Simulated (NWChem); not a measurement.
# hydrazine (N2H4); SMILES NN

```xyz
6

N     -0.0731     0.7139     0.0732
N      0.0731    -0.7139     0.0732
H      0.8386     1.1035     0.3004
H     -0.3281     1.0712    -0.8495
H     -0.8386    -1.1035     0.3004
H      0.3281    -1.0712    -0.8495
```
Atoms are numbered in this order, from 1.

Program: NWChem. Geometry optimised at B3LYP/6-31G*; all other runs use it. Pople sets run with spherical d functions.

```tsv
quantity	level	value
solvation free energy (kcal/mol) in water	B3LYP/6-31G*, SMD	(withheld)
−ε(HOMO) (eV)	PBE/def2-SVP	5.13
anisotropy (bohr³), static	PBE/def2-SVPD	4.8
vertical, lowest state with f > 0.02, singlet (eV)	PBE/def2-SVPD, TDA	6.85
dipole (D)	B3LYP/6-31G*	(withheld)
highest harmonic frequency (cm⁻¹)	B3LYP/6-31G*	(withheld)
```

Problem. Some entries are withheld; supply them.

Solution. 
- solvation free energy (kcal/mol) in water, value: -5.5
- dipole (D), value: 2.18
- highest harmonic frequency (cm⁻¹), value: 3543
